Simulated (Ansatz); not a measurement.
## What a trial cell of Ga3P relaxes into

Method: Ansatz, DFT PBE, scalar-relativistic, plane waves, PAW. Cutoff 420 eV, Γ-centred k mesh, Gaussian smearing, no spin polarisation in the final step.

Ga3P was placed on the sites of a reported Cu3Pd cell (P4/mmm, No. 123), with P in place of Pd, Ga in place of Cu, at a guessed volume.

```
CELL_PARAMETERS angstrom
4.07307 0.00000 0.00000
0.00000 4.07307 0.00000
0.00000 0.00000 4.03120
ATOMIC_POSITIONS crystal
Ga 0.00000 0.50000 0.50000
Ga 0.50000 0.00000 0.50000
Ga 0.50000 0.50000 0.00000
P 0.00000 0.00000 0.00000
```

Cell and atoms relax at zero pressure; the relaxation can't lower the symmetry of the start. After a coarse first stage the cell is made exact in the group found at 0.06 Å.

Formation energies are uncorrected and refer to the elements' standard structures at the same level.

(1) What does it relax into?

(2) What are its volume, energy, density and gap?

Results:

(1) It ends in Pm-3m (No. 221). The result has the Cu3Au (L1_2) structure. Conventional cell: a = 4.189 Å. Ga has 4 P at 2.96 Å and 8 Ga at 2.96 Å; P is coordinated by 12 Ga at 2.96 Å.

```
Ga P
1.0
     4.18928    0.00000    0.00000
     0.00000    4.18928    0.00000
     0.00000    0.00000    4.18928
Ga P
3 1
Direct
  0.00000 0.50000 0.50000
  0.50000 0.00000 0.50000
  0.50000 0.50000 0.00000
  0.00000 0.00000 0.00000
```

(2) The volume per atom is 18.38 Å³. The density is 5.42 g/cm³. The energy over the elements is 0.16 eV/atom and the gap on the 12×12×12 mesh is 0 eV (a metal).

The final run used a 12×12×12 mesh on its 4-atom cell and 0.10 eV smearing. For metals, differences of a few meV/atom aren't resolved. Symmetry constrained the relaxation, so the result can be a saddle point. The steps took about 70 core-seconds in all.

Cost: 3 runs of about 1.2 core-minutes in all, on Intel Xeon Platinum 8259CL (Skylake/Cascade Lake) (shared hosts).